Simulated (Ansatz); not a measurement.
Relaxed structures of C₂H₄Al (charge -1), closed shell (PBE0-D4/def2-TZVPD; forces vanish, vibrations not checked; lower isomers may exist, and structures with a doubtful reference or unclear bonds are left out; Å). Ansatz 0.2.0; basis: def2-TZVPPD; cores frozen in the correlated methods.

Rank them by CCSD(T) energy, lowest first, and give each one's height above the lowest. Links in brackets join atoms within 1.22 times the sum of their covalent radii (1.1 for two metals). (To be estimated.)
A.
C₂H₄Al ([CH2][Al][CH2]), total charge -1
```
7
angstrom
C -1.2944 -0.3617 -1.3540
C 1.1794 0.3286 1.2328
Al -0.0573 -0.0213 -0.0596
H -2.3556 -0.4970 -1.1487
H -1.0475 -0.4530 -2.4111
H 1.4463 1.3372 1.5465
H 1.7243 -0.4461 1.7709
```
B.
C₂H₄Al ([CH][C][AlH3]), total charge -1
```
7
angstrom
C -0.7053 -0.2739 -1.1822
C -0.0142 -0.0854 -0.1977
Al 1.1221 0.2241 1.4184
H 0.2057 -0.0468 2.7455
H -1.3099 -0.4389 -2.0440
H 1.6472 1.7724 1.3830
H 2.3822 -0.8167 1.3620
```
C.
C₂H₄Al ([CH2][CH][AlH]), total charge -1
```
7
angstrom
C -1.0939 -0.3258 -1.2042
C -0.6098 -0.0841 0.0208
Al 1.3652 0.2444 0.4094
H -2.1584 -0.4292 -1.4348
H -0.4249 -0.4279 -2.0622
H 1.0712 1.5372 1.4671
H -1.3717 -0.0149 0.8098
```

Computed: B (0.00 kcal/mol), C (18.57 kcal/mol), A (33.64 kcal/mol). Heights count from the lowest.

No T1 diagnostic of these runs exceeds 0.016. The restricted Hartree–Fock reference is unstable towards an unrestricted one at one or more of these structures.

For scale, one of the runs: CCSD(T)/def2-TZVPPD, 190 basis functions, launched by `ansatz run in.yaml --threads 2 --pin off --events-out ev --progress --plain --max-ram 4352MiB`. The run took 24 s on 2 CPU threads of an Intel Xeon Platinum 8488C (shared host), with 1.9 GiB of host memory at its peak.
